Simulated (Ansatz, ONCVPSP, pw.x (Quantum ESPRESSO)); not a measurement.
**Tl (Z = 81) (bcc): variants of one ONCV potential in the solid**

```json
{
 "Element": "Tl",
 "Generator": "ONCVPSP 4.0.1.1 (patched build)",
 "Type": "optimised norm-conserving Vanderbilt (ONCV)",
 "Functional": "PBEsol",
 "Relativity": "scalar-relativistic",
 "Frozen core": "[Xe] 4f14",
 "Valence charge": "13",
 "Reference configuration": "5d10 6s2 6p1",
 "Partial waves": "6s: rc 2.10 bohr, ncon 3, nbas 6, qcut 3.2 1/bohr, 2 projectors, debl 2.1 Ha; 6p: rc 2.95 bohr, ncon 4, nbas 7, qcut 2.3 1/bohr, 3 projectors, debl 3.9 Ha; 5d: rc 1.50 bohr, ncon 4, nbas 9, qcut 10.6 1/bohr, 2 projectors, debl 1.5 Ha; f scattering state at 0.09 Ha: rc 3.15 bohr, ncon 4, nbas 8, qcut 4 1/bohr, 1 projector",
 "Local potential": "polynomial inside 1.40 bohr (lpopt 4, dvloc0 4 Ha)",
 "Core correction": "none"
}
```

Crystal test: bcc Tl in pw.x 7.5, no spin, 12³ k-points, Fermi–Dirac smearing 0.01 Ry, cutoffs set for each file from its atomic test. The reference is all-electron LAPW (Ansatz 0.2.0) with the same functional, mesh and smearing; V0 and B0 come from Birch–Murnaghan fits to the pressures at five volumes. Errors are pseudo minus all-electron; Δ is the rms difference of the E(V) curves that follow from these fits, minima aligned, over ±6 % about the mean V0. Mesh and smearing are coarse, so the numbers serve the comparison and aren't converged zero-temperature values; the lattice is a test structure that the element need not adopt.

All-electron: a0 = 3.855 Å (V0 = 28.65 Å³/atom), B0 = 35.7 GPa.

Base: Atomic configuration tests: 1 of 4 tests not solved or not reliable.

A dash in a converged row means that the minimum lies outside the volumes sampled.

| change | cutoffs (Ry) | pw.x | a0 (Å) | a0 error (%) | B0 error (%) | Δ (meV/atom) | mean pressure error (GPa) |
| --- | --- | --- | --- | --- | --- | --- | --- |
| base | 65/260 | converged | 3.854 | -0.03 | +0.9 | 0.2 | -0.03 |
| p: debl 0.25 | 65/260 | converged; bound ghost | – | – | – | – | -58.75 |
| p: debl 1.05 | 65/260 | converged | 3.855 | -0.01 | +0.8 | 0.1 | -0.01 |
| p: debl 1.65 | 65/260 | converged | 3.855 | -0.02 | +0.8 | 0.1 | -0.02 |
| p: debl 3.8 | 65/260 | converged | 3.854 | -0.02 | +0.8 | 0.2 | -0.03 |

Give the row for: p: debl 0.4.

pw.x: converged; mean pressure error (GPa): -0.01; a0 (Å): 3.855; a0 error (%): -0.01; B0 error (%): +0.9; Δ (meV/atom): 0.1.
